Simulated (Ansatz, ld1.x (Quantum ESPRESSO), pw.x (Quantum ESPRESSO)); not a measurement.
# pw.x on bcc S: one setting changed

Potential: norm-conserving Troullier–Martins (Kleinman–Bylander form), ld1.x (Quantum ESPRESSO) 7.5, PBEsol; core [Ne], reference 3s2 3p2.5; waves: 3p (bound): rc 1.84 bohr; 3d channel at 0.05 Ry: rc 1.78 bohr; 3s (bound): rc 1.36 bohr; local part: the s channel; core correction: a·sin(br)/r model core inside 1.05 bohr.

The reference run (k-mesh 15³, cutoffs 75/300 Ry, Fermi–Dirac 0.01 Ry, mixing_beta 0.4, conv_thr 1e-9, no spin) gives 0.50 GPa at 14.840 Å³/atom, where all-electron LAPW gives 0.59 GPa. This run, with its own iteration cap, changes nosym to true.

```
&control
  calculation='scf', prefix='x', pseudo_dir='./', outdir='./tmp', tstress=.true., disk_io='none'
/
&system
  ibrav=0, nat=1, ntyp=1, ecutwfc=75, ecutrho=300, nbnd=10,
  occupations='smearing', smearing='fd', degauss=0.01, nosym=.true.
/
&electrons
  conv_thr=1e-09, mixing_beta=0.4, electron_maxstep=50
/
ATOMIC_SPECIES
S 1.0 S.UPF
CELL_PARAMETERS angstrom
  -1.54807253 1.54807253 1.54807253
  1.54807253 -1.54807253 1.54807253
  1.54807253 1.54807253 -1.54807253
ATOMIC_POSITIONS crystal
S 0.0000 0.0000 0.0000
K_POINTS automatic
15 15 15 0 0 0
```

```bash
pw.x < S.scf.in > S.scf.out
```

How does the run end?

It converges in 8 iterations; the free energy moves by +0.0 meV/atom and the pressure by +0.00 GPa. The result is that of the reference run.

```
lattice parameter (alat)  =       5.0670  a.u.
     unit-cell volume          =     100.1453 (a.u.)^3
     number of electrons       =         6.00
     number of Kohn-Sham states=           10
     kinetic-energy cutoff     =      75.0000  Ry
     charge density cutoff     =     300.0000  Ry
     scf convergence threshold =      1.0E-09
     Exchange-correlation= PBESOL
     number of k points=  1688  Fermi-Dirac smearing, width (Ry)=  0.0100
     iteration #  1     ecut=    75.00 Ry     beta= 0.40
     total energy              =     -21.41429031 Ry
     estimated scf accuracy    <       0.18644995 Ry
     iteration #  2     ecut=    75.00 Ry     beta= 0.40
     total energy              =     -21.39795678 Ry
     estimated scf accuracy    <       0.04038504 Ry
     iteration #  3     ecut=    75.00 Ry     beta= 0.40
     total energy              =     -21.40370378 Ry
     estimated scf accuracy    <       0.00008435 Ry
     [... 2 iterations left out ...]
     iteration #  6     ecut=    75.00 Ry     beta= 0.40
     total energy              =     -21.40378237 Ry
     estimated scf accuracy    <       0.00000001 Ry
     iteration #  7     ecut=    75.00 Ry     beta= 0.40
     total energy              =     -21.40378238 Ry
     estimated scf accuracy    <          2.9E-09 Ry
     iteration #  8     ecut=    75.00 Ry     beta= 0.40
     the Fermi energy is    10.1896 ev
!    total energy              =     -21.40378238 Ry
     estimated scf accuracy    <          1.5E-10 Ry
     smearing contrib. (-TS)   =      -0.00344412 Ry
     The total energy is F=E-TS. E is the sum of the following terms:
     one-electron contribution =       5.81345325 Ry
     hartree contribution      =       0.84368912 Ry
     xc contribution           =      -5.66551344 Ry
     ewald contribution        =     -22.39196720 Ry
     convergence has been achieved in   8 iterations
          total   stress  (Ry/bohr**3)                   (kbar)     P=        5.03
     Message from routine punch:
     Nothing written, as per user request (disk_io='none')
```

The run took about 3.9 min on one core of a shared host (Neoverse-V1, 32 threads, 247 GiB, load 18).
